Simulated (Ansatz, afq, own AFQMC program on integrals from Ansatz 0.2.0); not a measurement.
# BH, singlet in cc-pVTZ, levels against full CI

```yaml
atoms:
  - { symbol: B, position_ang: [0.0000, 0.0000, 0.0000] }
  - { symbol: H, position_ang: [0.0000, 0.0000, 1.5030] }
```

Basis cc-pVTZ. Only valence electrons are correlated. Integrals, coupled cluster, full CI and functionals: Ansatz 0.2.0; the random walks run on the same integrals in our own AFQMC program. ph-AFQMC/CISD is guided by a CISD state made of CCSD amplitudes; releasing the constraint for a short imaginary time cuts its bias at the price of noise, slowly where states lie close. Uncertainties: one standard error, sampling alone.

Determinant: UHF, the one that the program's search chose, which needn't be the lowest solution. The geometry is a point of a scan.

Full CI on the same integrals is exact in this basis and with this determinant's frozen core.

Cautions: strong correlation (T1 0.146, weight of the determinant 0.75, largest double 0.10); unrestricted determinant spin contaminated (⟨S²⟩ 0.41 against 0.00).

```
T1 diagnostic                               : 0.1462
weight of the determinant in the CISD state : 0.751
⟨S²⟩ of the determinant                     : 0.407
size of the correlated space                : 4 electrons in 43 orbitals
```

Reference: full CI, correlation energy -2.734 eV. The released energy is read at 2.40 1/Eh (meV from the phaseless value at times in 1/Eh: -2.9 ± 2.2 at 0.24, -8.5 ± 2.2 at 0.51, -10.9 ± 1.6 at 0.99, -12.8 ± 1.7 at 1.62, -13.8 ± 1.7 at 2.40). The cautions show a poor starting determinant, so the rows tell how each method copes with it here, and full CI is the sure value.

```csv
level,E − E(reference) (mEh),share of correlation (%)
HF,100.46,0.00
MP2,36.90,63.27
CCSD,3.04,96.98
CCSD(T),0.60,99.40
CCSDT,0.09,99.91
CCSDT(Q),0.01,99.99
ph-AFQMC/HF,1.46 ± 0.57,98.55
ph-AFQMC/CISD,0.62 ± 0.08,99.39
released AFQMC,0.11 ± 0.06,99.89
```

CCSDT and higher add their correlation energy to the determinant of the CCSD(T) run, since their own runs factorise the integrals more tightly (a shift of under 2 meV). Released energies are given only where the last usable release times agree within the noise; a slower fall can still hide under it.
